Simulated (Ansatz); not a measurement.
Rock-salt MgS was calculated with LDA (Ansatz, an electronic-structure program, plane waves, PAW).

Run with plane-wave cutoff 520 eV, 12×12×12 k mesh, scalar-relativistic PAW data made under PBE.

Computed at the level's own relaxed cell.

Hill averages of the elastic tensor: K = 83.2 GPa, G = 58.3 GPa. Volume 16.867 Å³/atom, mean atomic mass 28.185 u.

Task: Work out the density, the sound velocities of a polycrystal and the elastic Debye temperature at this level.

Result: ρ = 1.66054 × 28.185/16.867 = 2.775 g/cm³. v_l = √[(K + 4G/3)/ρ] = 7.615 km/s and v_t = √(G/ρ) = 4.584 km/s. The mean follows from 3/v_m³ = 1/v_l³ + 2/v_t³: v_m = 5.069 km/s. Θ_D = (ħ/k_B) v_m (6π²/V)^(1/3) = 76.38 K Å s/km × 5.069 × 1.5199 Å⁻¹ = 588 K, counting all atoms of the cell.
